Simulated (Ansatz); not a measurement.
# BSiN+ (doublet): wave-function methods side by side, cc-pVDZ

How much of the correlation energy of BSiN+ (doublet) does each wave-function method recover here?

The runs use Ansatz 0.2.0, Gaussian basis; cc-pVDZ, core rule «outside noble gas», up to 7 orbitals frozen.

Plan: UHF; CCSD(T) on ROHF; CCSD(T) on UHF; BCCD(T) on ROHF; CISD; CCSDT(Q) on ROHF; CCSDT(Q) on UHF; CASSCF and NEVPT2, 9 electrons in 11 orbitals.

13 further runs of the same task are left out: 1 for a known fault of the program, 4 that didn't finish, 8 set aside as unsound or not needed.

## Step 1: What is computed

The geometry is a PBE0/def2-TZVP stationary point (not a proven minimum) of the parent state, kept for this charge and spin.

3 atoms, charge 1, spin multiplicity 2.

Atoms are counted from 1 here; the program's logs count them from 0.

Bond lengths: B1–Si2 2.078 Å, B1–N3 1.314 Å, Si2–N3 1.664 Å. Angles: Si2–B1–N3 53.1°, B1–Si2–N3 39.2°, B1–N3–Si2 87.7°.

## Step 2: UHF

in.yaml reads:

```yaml
crystal:
  periodic: [false, false, false]
  atoms:
    - {symbol: B, position_ang: [0.000000, 0.623020, 1.187620]}
    - {symbol: Si, position_ang: [0.000000, 0.060547, -0.812768]}
    - {symbol: N, position_ang: [0.000000, -0.602279, 0.713061]}
basis:
  gaussian: {orbitals: cc-pVDZ}
total_charge: 1
magnetization: {spin_polarized: true, initial_magnetization: 1}
hamiltonian: {xc: hf}
output: {orbitals: {seedname: orbitals}}
```

Launch:

```console
$ ansatz run in.yaml --threads 1 --pin off --events-out ev --progress --plain --max-ram 2393MiB
```

The runs that follow: CCSD(T) on ROHF; CCSD(T) on UHF; BCCD(T) on ROHF; CISD; CCSDT(Q) on ROHF; CCSDT(Q) on UHF; CASSCF and NEVPT2, 9 electrons in 11 orbitals.

Before running them: what should the planned runs give, taken together? Wanted: RCCSDT(Q) below the RHF energy; RMP2 from RCCSDT(Q); UMP2 from RCCSDT(Q); RCCSD from RCCSDT(Q); RCCSD(T) from RCCSDT(Q); UCCSD(T) from RCCSDT(Q); UCCSDT(Q) from RCCSDT(Q); NEVPT2 valence from RCCSDT(Q); T1 diagnostic.

**Answer**, as computed:

| quantity | value |
| --- | --- |
| RCCSDT(Q) below the RHF energy | -8.5345 eV |
| RMP2 from RCCSDT(Q) | +936.3 meV |
| UMP2 from RCCSDT(Q) | +989.6 meV |
| RCCSD from RCCSDT(Q) | +473.3 meV |
| RCCSD(T) from RCCSDT(Q) | +64.2 meV |
| UCCSD(T) from RCCSDT(Q) | +67.5 meV |
| UCCSDT(Q) from RCCSDT(Q) | -6.3 meV |
| NEVPT2 valence from RCCSDT(Q) | +779.5 meV |
| levels within 1 kcal/mol (43 meV) | RCCSDT, UCCSDT, UCCSDT(Q) |
| T1 diagnostic | 0.032 |
| effectively unpaired electrons | 1.11 |

In words: RCCSD(T) lands +64.2 meV from the yardstick (0.8 % of the correlation energy). One determinant dominates. These misses are within one basis, not against nature; the frozen cores of restricted and unrestricted runs differ, which can shift their rows.
